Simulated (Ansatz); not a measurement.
Species: C$_{4}$H$_{3}$N$_{2}$, charge -1, multiplicity 1. It need not be the lowest isomer of its formula. Whether it binds its extra electron was not tested at this geometry. 
Geometry from a B3LYP-D3(BJ)/def2-TZVP (Ansatz, an electronic-structure program) optimisation:
```
C
N 1 1.3379
C 2 1.3382 1 114.78
C 1 1.3847 2 120.80 3 0.00
N 4 1.3365 1 123.47 2 0.00
C 5 1.3834 4 119.70 1 0.00
H 1 1.0900 2 117.78 3 -180.00
H 3 1.0922 2 113.85 1 -180.00
H 4 1.0937 5 117.19 6 180.00
```
Charge -1, spin multiplicity 1.

Basis-set convergence of Hartree-Fock and MP2 correlation energies (hartree) with Ansatz. Cores are frozen in the correlated levels unless marked. Spin-orbit coupling is left out. Non-relativistic.

The Hartree-Fock reference is unstable (checked in the largest basis), which strains HF and MP2. 

```json
[
 {"basis": "aug-cc-pVDZ", "functions": "165", "E(HF)": "-262.06913", "E(corr, MP2)": "-0.88307"},
 {"basis": "aug-cc-pVTZ", "functions": "345", "E(HF)": "-262.12162", "E(corr, MP2)": "-1.05061"},
 {"basis": "aug-cc-pVQZ", "functions": "618", "E(HF)": "-262.13641", "E(corr, MP2)": "-1.10814"}
]
```

Extrapolating the two largest sets (X = 3 and 4) as X^-3: E(corr) = (64·(-1.10814) - 27·(-1.05061))/37 = -1.1501 Eh, an estimate of the basis-set limit. The largest set recovers 96.3 % of it, the smallest 76.8 %.
